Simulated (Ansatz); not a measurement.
# NaH2− (singlet): wave-function methods side by side at distance Na1–H2 = 2.066 Å, aug-cc-pVTZ

Aim: climb from Hartree-Fock through coupled cluster for NaH2− (singlet) at one geometry and basis, and see what each rung misses.

The runs use Ansatz 0.2.0, Gaussian basis; aug-cc-pVTZ, core rule «outside noble gas», up to 5 orbitals frozen.

The runs, in order: UHF; CCSD(T) on RHF; BCCD(T) on RHF; CCSDT(Q) on RHF; Full CI.

27 further runs of the same task are left out: 11 for a known fault of the program, 1 for a mislabelled method, 7 that didn't finish, 8 set aside as unsound or not needed.

### Step 1. The system

The geometry derives from a PBE0/def2-TZVPD stationary point (not a proven minimum). One bond is set to the value named and the two fragments are kept rigid.

3 atoms, charge -1, spin multiplicity 1.

Atoms are counted from 1 here; the program's logs count them from 0.

Bond lengths: Na1–H2 2.066 Å, Na1–H3 2.066 Å. Angles: H2–Na1–H3 180.0°.

### Step 2. UHF

Input file in.yaml:

```yaml
crystal:
  periodic: [false, false, false]
  atoms:
    - {symbol: Na, position_ang: [0.000000, 0.000000, 0.000000]}
    - {symbol: H, position_ang: [0.000000, 0.000000, -2.065760]}
    - {symbol: H, position_ang: [0.000000, 0.000000, 2.065760]}
basis:
  gaussian: {orbitals: aug-cc-pVTZ}
total_charge: -1
magnetization: {spin_polarized: true, initial_magnetization: 0}
hamiltonian: {xc: hf}
output: {orbitals: {seedname: orbitals}}
```

On the command line:

```sh
ansatz run in.yaml --threads 1 --pin off --events-out ev --progress --plain --max-ram 2393MiB
```

The runs that follow: CCSD(T) on RHF; BCCD(T) on RHF; CCSDT(Q) on RHF; Full CI.

**Question.** What will the summary of the whole plan be? Wanted: FCI below the RHF energy; RMP2 from FCI; RCCSD from FCI; RCCSD(T) from FCI; RCCSDT(Q) from FCI; T1 diagnostic; effectively unpaired electrons.

**Answer**, as computed:

| quantity | value |
| --- | --- |
| FCI below the RHF energy | -2.0115 eV |
| RMP2 from FCI | +472.6 meV |
| RCCSD from FCI | +9.1 meV |
| RCCSD(T) from FCI | +3.0 meV |
| RCCSDT(Q) from FCI | +0.1 meV |
| levels within 1 kcal/mol (43 meV) | RCCSD, RCCSD(T), BCCD(T), RCCSDT, RCCSDT(Q) |
| T1 diagnostic | 0.010 |
| effectively unpaired electrons | 0.05 |

What this shows: RCCSD(T) lands +3.0 meV from the yardstick (0.2 % of the correlation energy). One determinant dominates. These misses are within one basis, not against nature.
